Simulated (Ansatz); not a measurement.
# AlPH+ (triplet): the correlation ladder, cc-pVTZ

One table from this session's results is given with a row withheld; the runs are named, their logs left out.

The runs use Ansatz 0.2.0, Gaussian basis; cc-pVTZ, core rule «outside noble gas», up to 10 orbitals frozen.

Plan: UHF; CCSD(T) on ROHF; CCSD(T) on UHF; BCCD(T) on ROHF; CCSDT(Q) on ROHF; CCSDT(Q) on UHF.

15 further runs of the same task are left out: 10 for a known fault of the program, 5 set aside as unsound or not needed.

### The system

The geometry is a PBE0/def2-TZVP stationary point (not a proven minimum) of the parent state, kept for this charge and spin.

3 atoms, charge 1, spin multiplicity 3.

Atoms are counted from 1 here; the program's logs count them from 0.

Bond lengths: Al1–P2 2.386 Å, Al1–H3 1.614 Å. Angles: P2–Al1–H3 114.3°.

Set-up of the first run:

Contents of in.yaml:

```yaml
crystal:
  periodic: [false, false, false]
  atoms:
    - {symbol: Al, position_ang: [0.000000, -0.107696, 1.237712]}
    - {symbol: P, position_ang: [0.000000, 0.051009, -1.143237]}
    - {symbol: H, position_ang: [0.000000, 1.315423, 1.999097]}
basis:
  gaussian: {orbitals: cc-pVTZ}
total_charge: 1
magnetization: {spin_polarized: true, initial_magnetization: 2}
hamiltonian: {xc: hf}
output: {orbitals: {seedname: orbitals}}
```

Started as:

```bash
$ ansatz run in.yaml --threads 1 --pin off --events-out ev --progress --plain --max-ram 3968MiB --backend cpu
```

Among the steps run: UHF; CCSD(T) on ROHF; CCSD(T) on UHF; BCCD(T) on ROHF; CCSDT(Q) on ROHF; CCSDT(Q) on UHF.

One of the session's tables, all rows but one given; the rest of the session is left out.

| method | from RCCSDT(Q) (kJ/mol) |
| --- | --- |
| ROHF | +523.9 |
| UHF | +500.3 |
| RMP2 | +112.8 |
| UMP2 | +127.3 |
| RCCSD | +29.9 |
| UCCSD | ? |
| RCCSD(T) | +6.3 |
| UCCSD(T) | +7.3 |
| BCCD(T) | +6.4 |
| RCCSDT | +1.6 |
| UCCSDT | +1.4 |
| RCCSDT(Q) | 0 |
| UCCSDT(Q) | -0.3 |

**Question.** Estimate the row for UCCSD.

As computed: from RCCSDT(Q) (kJ/mol): +29.7. In the column «from RCCSDT(Q) (kJ/mol)» it lies between UCCSD(T) (+7.3) and RCCSD (+29.9).

To keep in mind: Restricted and unrestricted rows rest on different reference determinants; where their highest levels disagree by more than a few hundredths of an eV, they describe different states and don't form one ladder.
